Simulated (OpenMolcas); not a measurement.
# CH6BO− ([B(OMe)H3]-): a first try and a second

Aim: energy and forces of CH6BO− ([B(OMe)H3]-) at SVWN5/pc-0 (RICD fitting, PCM cyclohexane).

The calculation is run with OpenMolcas 26.06.

5 further runs of the same task are left out: 1 that didn't finish, 4 set aside as unsound or not needed.

**1. Starting point**

CH6BO− has 9 atoms, charge -1, and is taken as a singlet. SMILES: `[H][B-]([H])([H])OC`. The coordinates come from a GFN2-xTB relaxation.

Bond lengths: B1–O2 1.521 Å, O2–C3 1.363 Å, C3–H4 1.111 Å, C3–H5 1.106 Å, C3–H6 1.111 Å, B1–H7 1.235 Å, B1–H8 1.212 Å, B1–H9 1.235 Å. Some angles: B1–O2–C3 113.1°, O2–B1–H7 110.1°, O2–B1–H8 106.6°, O2–B1–H9 110.1°, O2–C3–H4 112.8°, O2–C3–H5 109.6°, O2–C3–H6 112.7°, H7–B1–H8 110.7°, H7–B1–H9 108.7°, H8–B1–H9 110.7°.

**2. Try one**

mol.inp

```
>>> EXPORT MOLCAS_PRINT=2

&GATEWAY
  COORD
  8
  angstrom
  B       -0.386150       0.614300      -0.974770
  O       -0.355250       0.555070       0.544390
  C        0.327350      -0.522760       1.024140
  H       -0.106050      -1.489310       0.690250
  H        0.310150      -0.511210       2.129510
  H        1.391020      -0.534720       0.703660
  H        0.764650       0.670900      -1.420030
  H       -1.008470       1.611420      -1.270020
  H       -0.937270      -0.393690      -1.427130
  BASIS=pc-0
  GROUP=NoSym
  RICD
  ACD
  RF-INPUT
  PCM-Model
  Solvent=cyclohexane
  End of RF-Input

&SEWARD

&SCF
  CHARGE=-1
  KSDFT=SVWN5
  PRORBITALS=1 1

&ALASKA
```

Run with:

```
$ export MOLCAS_MEM=1860
$ pymolcas mol.inp > mol.log
```

The program printed:

```text
--- Start Module: gateway ---

                                              &GATEWAY

                       available to each process: 1.9 GB of memory, 1 thread

 ###############################################################################
 ###    ERROR: H       -0.937270      -0.393690      -1.427130               ###
 ###    is not a keyword!, Error in keyword.                                 ###
 ###############################################################################
--- Stop Module: gateway /rc=_RC_INPUT_ERROR_ ---

.####################.
.# User input error #.
.####################.

    Timing: Wall=0.02 User=0.01 System=0.01
```

Run time: 0.2 s. Hardware: 1 thread of Arm Neoverse V2, shared host.

**3. What went wrong**

The input was rejected.

The log says `is not a keyword!, Error in keyword.`. Cause: an atom count or index doesn't match the structure.

**4. The mended input**

mol.input

```
>>> EXPORT MOLCAS_PRINT=2

&GATEWAY
  Coord
  9
  angstrom
  B       -0.386150       0.614300      -0.974770
  O       -0.355250       0.555070       0.544390
  C        0.327350      -0.522760       1.024140
  H       -0.106050      -1.489310       0.690250
  H        0.310150      -0.511210       2.129510
  H        1.391020      -0.534720       0.703660
  H        0.764650       0.670900      -1.420030
  H       -1.008470       1.611420      -1.270020
  H       -0.937270      -0.393690      -1.427130
  Basis=pc-0
  Group=NoSym
  RICD
  aCD
  RF-Input
  PCM-Model
  Solvent=cyclohexane
  End of RF-Input

&SEWARD

&SCF
  Charge=-1
  KSDFT=SVWN5
  PrOrbitals=1 1

&ALASKA
```

Run with:

```
$ export MOLCAS_MEM=1860
$ pymolcas mol.input > mol.log
```

The program printed:

```text
--- Start Module: gateway ---
[...]
--- Stop Module: gateway /rc=_RC_ALL_IS_WELL_ ---
[...]
      Basis functions           39
[...]
--- Start Module: scf ---
[...]
       Convergence after  16 Iterations
[...]
::    Total KS-DFT energy                            -140.2485351114
[...]
      Total spin, S                                     0.0000000000
[...]
      Total electronic charge=   26.000000
      Total            charge=   -1.000000
[...]
      Dipole Moment (debye):
      Origin of the operator (angstrom)=   -0.1240    0.1935    0.2146
                   X=  1.4450E+00               Y= -2.3070E+00               Z=  4.5478E+00           Total=  5.3003E+00
      Center of Charge (angstrom)
[...]
--- Stop Module: scf /rc=_RC_ALL_IS_WELL_ ---
[...]
--- Start Module: alaska ---
[...]
 *              Molecular gradients               *
 **************************************************
  Irreducible representation: a
 ------------------------------------------------------------------------------------------
                              X                       Y                       Z
 ------------------------------------------------------------------------------------------
  B1               -3.90066949675097E-04    6.20612818148639E-04   -3.51055691363982E-02
  O2                1.77848349806915E-02   -2.82716507942968E-02    3.08120790385393E-02
  C3               -9.37219760089336E-03    1.46348163295738E-02   -1.66638689058010E-02
  H4                3.73575957053374E-03    1.25938449095497E-02    4.36183570211490E-03
  H5               -9.33274552137042E-04    1.59764063501849E-03   -1.02649660648311E-02
  H6               -1.28777328628655E-02    1.95100214678950E-03    4.18963955393714E-03
  H7               -7.33947297923820E-03    4.31676811022019E-04    6.37395148480469E-03
  H8                6.44189958026442E-03   -1.02955232336144E-02    7.02456156880649E-03
[...]
--- Stop Module: alaska /rc=_RC_ALL_IS_WELL_ ---
[...]
```

Wall time 5.4 s (1 thread of Arm Neoverse V2, shared host).

**5. What came out**

Level: SVWN5/pc-0 (RICD fitting, PCM cyclohexane).

| quantity | value |
| --- | --- |
| total energy | -140.24854 Eh |
| HOMO energy | -1.66 eV |
| LUMO energy | 4.96 eV |
| HOMO–LUMO gap (to an unbound level, set by the basis) | 6.61 eV |
| largest force on an atom | 2.337 eV/Å |

**Reading.** Mulliken charges run from -0.41 on O2 to +0.16 on H5; they depend strongly on the basis. The largest force is 2.34 eV/Å: the shape isn't a stationary point for this species at this level.
